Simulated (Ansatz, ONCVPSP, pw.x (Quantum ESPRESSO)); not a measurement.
**pw.x on fcc Hf: one setting changed**

Potential: optimised norm-conserving Vanderbilt (ONCV), ONCVPSP 4.0.1.1 (patched build), PBEsol; core [Kr] 4d10 4f14, reference 5s2 5p6 5d2 6s1 6p1; waves: 5s+6s: rc 1.95 bohr, ncon 3, nbas 6, qcut 7.4 1/bohr, 2 projectors; 5p+6p: rc 2.55 bohr, ncon 4, nbas 7, qcut 4.3 1/bohr, 2 projectors; 5d: rc 3.20 bohr, ncon 3, nbas 7, qcut 5.1 1/bohr, 3 projectors, debl 1.4 Ha; local part: polynomial inside 1.30 bohr (lpopt 5, dvloc0 4 Ha); core correction: Teter function, fcfact 5.25, rcfact 1.

The reference run (k-mesh 13³, cutoffs 50/200 Ry, Fermi–Dirac 0.01 Ry, mixing_beta 0.4, conv_thr 1e-9, no spin) gives -1.11 GPa at 21.622 Å³/atom, where all-electron LAPW gives 0.13 GPa. This run, with its own iteration cap, changes diagonalization to rmm-davidson.

```
&control
  calculation='scf', prefix='x', pseudo_dir='./', outdir='./tmp', tstress=.true., disk_io='none'
/
&system
  ibrav=0, nat=1, ntyp=1, ecutwfc=50, ecutrho=200, nbnd=14,
  occupations='smearing', smearing='fd', degauss=0.01
/
&electrons
  conv_thr=1e-09, mixing_beta=0.4, electron_maxstep=50, diagonalization='rmm-davidson'
/
ATOMIC_SPECIES
Hf 1.0 Hf.UPF
CELL_PARAMETERS angstrom
  0.00000000 2.21116910 2.21116910
  2.21116910 0.00000000 2.21116910
  2.21116910 2.21116910 0.00000000
ATOMIC_POSITIONS crystal
Hf 0.0000 0.0000 0.0000
K_POINTS automatic
13 13 13 0 0 0
```

```bash
pw.x < Hf.scf.in > Hf.scf.out
```

Q: How does the run end?

A: It converges in 8 iterations; the free energy moves by +0.0 meV/atom and the pressure by +0.00 GPa. The result is that of the reference run.

```
Message from routine setup:
     using ibrav=0 with symmetry is DISCOURAGED, use correct ibrav instead
     lattice parameter (alat)  =       5.9093  a.u.
     unit-cell volume          =     145.9125 (a.u.)^3
     number of electrons       =        12.00
     number of Kohn-Sham states=           14
     kinetic-energy cutoff     =      50.0000  Ry
     charge density cutoff     =     200.0000  Ry
     scf convergence threshold =      1.0E-09
     Exchange-correlation= PBESOL
     number of k points=    84  Fermi-Dirac smearing, width (Ry)=  0.0100
     iteration #  1     ecut=    50.00 Ry     beta= 0.40
     total energy              =    -103.43772923 Ry
     estimated scf accuracy    <       0.03487763 Ry
     iteration #  2     ecut=    50.00 Ry     beta= 0.40
     total energy              =    -103.43609291 Ry
     estimated scf accuracy    <       0.00669274 Ry
     iteration #  3     ecut=    50.00 Ry     beta= 0.40
     total energy              =    -103.43696567 Ry
     estimated scf accuracy    <       0.00019682 Ry
     iteration #  4     ecut=    50.00 Ry     beta= 0.40
     total energy              =    -103.43698646 Ry
     estimated scf accuracy    <       0.00000380 Ry
     iteration #  5     ecut=    50.00 Ry     beta= 0.40
     total energy              =    -103.43698849 Ry
     estimated scf accuracy    <       0.00000026 Ry
     iteration #  6     ecut=    50.00 Ry     beta= 0.40
     total energy              =    -103.43698849 Ry
     estimated scf accuracy    <       0.00000017 Ry
     iteration #  7     ecut=    50.00 Ry     beta= 0.40
     total energy              =    -103.43698852 Ry
     estimated scf accuracy    <          1.1E-09 Ry
     iteration #  8     ecut=    50.00 Ry     beta= 0.40
     the Fermi energy is    14.9455 ev
!    total energy              =    -103.43698852 Ry
     estimated scf accuracy    <          5.0E-11 Ry
     smearing contrib. (-TS)   =      -0.00637680 Ry
     The total energy is F=E-TS. E is the sum of the following terms:
     one-electron contribution =     -20.12149241 Ry
     hartree contribution      =      13.39036917 Ry
     xc contribution           =     -17.69751349 Ry
     ewald contribution        =     -79.00197500 Ry
     convergence has been achieved in   8 iterations
          total   stress  (Ry/bohr**3)                   (kbar)     P=      -11.07
     Message from routine punch:
     Nothing written, as per user request (disk_io='none')
```

The run took about 26 s on one core of a shared host (Neoverse-N1, 64 threads, 124 GiB, load 59).
